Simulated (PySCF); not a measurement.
**Chlorine: a sound run and one with changed settings**

Sound run: Cl [Ne] 3s2 3p5, Cl⁺ [Ne] 3s2 3p4. All numbers are calculated (PySCF 2.14, the spin-free X2C one-electron Hamiltonian (Gaussian nucleus), in x2c-TZVPall). The sound run starts from symmetry-adapted Hartree-Fock orbitals and uses a fine grid where one is needed.

A second run was set up differently.

```json
{"species": "Cl", "method": "UHF", "sound run (hartree)": "-460.88778", "changed run (hartree)": "-460.88778", "converged": "yes"}
{"species": "Cl", "method": "PBE", "sound run (hartree)": "-461.38210", "changed run (hartree)": "-461.38243", "converged": "yes"}
{"species": "Cl", "method": "r2SCAN", "sound run (hartree)": "-461.53538", "changed run (hartree)": "-461.53900", "converged": "yes"}
{"species": "Cl⁺", "method": "UHF", "sound run (hartree)": "-460.45561", "changed run (hartree)": "-460.45561", "converged": "yes"}
{"species": "Cl⁺", "method": "PBE", "sound run (hartree)": "-460.90659", "changed run (hartree)": "-460.90657", "converged": "yes"}
{"species": "Cl⁺", "method": "r2SCAN", "sound run (hartree)": "-461.05783", "changed run (hartree)": "-461.05908", "converged": "yes"}
```

Ionisation energy of Cl:

```tsv
method	sound run (eV)	changed run (eV)
UHF	11.760	11.760
PBE	12.939	12.949
r2SCAN	12.995	13.059
```

Problem. What was changed?
A. angular grid far too coarse
B. all electrons correlated in a valence basis
C. a valence shell is frozen
D. too few SCF iterations

Solution. A. It used 14 angular points. A coarse angular grid integrates products of high-l functions wrongly, so density functionals can shift, and the SCF can exploit the error; Hartree-Fock and MP2 need no grid.
